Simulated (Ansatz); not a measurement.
**MgSiP₂ (I-42d, No. 122, 8 atoms in the cell)**

The numbers are results of BLYP (Ansatz, a quantum-chemistry and plane-wave program, plane waves, PAW), not measurements.

Numerical settings: plane-wave cutoff 520 eV, 8×8×8 k mesh, Fermi–Dirac smearing 0.01 eV, scalar-relativistic PAW data made under PBE.

Cell (measured lattice):

```
MgP2Si
1.0
   -2.86045     2.86045     5.04750
    2.86045    -2.86045     5.04750
    2.86045     2.86045    -5.04750
Mg Si P
2 2 4
Direct
  0.00000   0.00000   0.00000
  0.75000   0.25000   0.50000
  0.50000   0.50000   0.00000
  0.25000   0.75000   0.50000
  0.87500   0.83257   0.45757
  0.16743   0.62500   0.04243
  0.37500   0.41743   0.54243
  0.58257   0.12500   0.95757
```

| Quantity | Value |
|---|---|
| band gap | 1.51 eV (direct) |

Note: cell and atoms aren't relaxed at this level (pressure 4.5 GPa).

Static lattice: no zero-point or thermal effects.
